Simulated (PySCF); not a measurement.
H₂Si, SMILES [SiH2] (connectivity only; charge and spin as stated), charge +1, multiplicity 2. The structure is a stationary point at PBE-D3(BJ)/def2-TZVPD. The isomer is the one that the SMILES or the coordinates give; other isomers of the formula were not compared.

All values below come from PBE-D3(BJ)/def2-TZVPD in PySCF.

Harmonic wavenumbers (cm⁻¹): 871, 2065, 2153. Rotational constants (GHz): 468.5, 148.2, 112.6; symmetry number 2.

### Question
Work out the zero-point energy and the ideal-gas rigid-rotor harmonic-oscillator thermochemistry at 298.15 K and 1 atm.

### Answer
ZPE = ½ Σ hcν = ½ × 5089 cm⁻¹ = 30.44 kJ/mol. H − E(el) = 40.52 kJ/mol. Entropy in J/(mol K): translation 151.21, rotation 54.42, vibration 0.66, spin 5.76, total 212.05. G − E(el) = -22.71 kJ/mol. Cp = 35.59 J/(mol K).
